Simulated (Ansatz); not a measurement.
```yaml
crystal:
  periodic: [false, false, false]
  atoms:
    - {symbol: Sc, position_ang: [-0.611424, 0.002041, -0.001752]}
    - {symbol: N, position_ang: [1.633832, -0.005455, 0.004681]}
    - {symbol: H, position_ang: [2.285804, 0.790076, 0.004135]}
    - {symbol: H, position_ang: [2.280464, -0.805320, 0.008946]}
basis:
  gaussian: {orbitals: def2-TZVP}
hamiltonian: {xc: pbe0}
relax: {f_tol: 0.004, max_steps: 80}
```

```sh
$ ansatz run in.yaml --threads 1 --pin off --events-out ev --progress --plain --max-ram 2176MiB
```

Steps of the relaxation (energy above the last step; positions in Å, forces in eV/Å):

```
4
step 1, 842.3 meV
Sc   -0.611    0.002   -0.002    3.615   -0.012    0.010
N     1.634   -0.005    0.005   -1.925    0.006   -0.006
H     2.286    0.790    0.004   -0.845   -0.077   -0.002
H     2.280   -0.805    0.009   -0.845    0.083   -0.003
```

```
4
step 2, 106.5 meV
Sc   -0.416    0.001   -0.001    1.581   -0.005    0.005
N     1.575   -0.005    0.005   -0.310    0.001   -0.001
H     2.218    0.792    0.004   -0.636   -0.015   -0.002
H     2.212   -0.807    0.009   -0.636    0.020   -0.002
```

```
4
step 3, 30.0 meV
Sc   -0.303    0.001   -0.001   -1.062    0.004   -0.003
N     1.557   -0.005    0.004    1.534   -0.005    0.004
H     2.170    0.806    0.004   -0.236    0.033   -0.001
H     2.165   -0.821    0.009   -0.236   -0.031   -0.001
```

```
4
step 6, 0.0 meV
Sc   -0.324    0.001   -0.001    0.002    0.000    0.000
N     1.582   -0.005    0.004    0.030    0.000    0.001
H     2.168    0.822    0.004   -0.016   -0.038    0.000
H     2.163   -0.836    0.009   -0.016    0.038   -0.001
```

```
4
step 7, 0.0 meV
Sc   -0.324    0.001   -0.001   -0.001    0.000    0.000
N     1.582   -0.005    0.005   -0.002    0.000    0.000
H     2.168    0.821    0.004    0.001    0.001    0.000
H     2.163   -0.835    0.009    0.001   -0.001    0.000
```

Close pairs at the end: N2–H4 1.013 Å, N2–H3 1.013 Å, Sc1–N2 1.905 Å, Sc1–H3 2.623 Å, Sc1–H4 2.623 Å.

A stationary point of restricted PBE0 after 7 steps (its stability towards spin polarisation wasn't tested); no frequencies were run, so it isn't proven a minimum. 14 s on 1 thread of Intel Xeon 6975P-C, shared host.
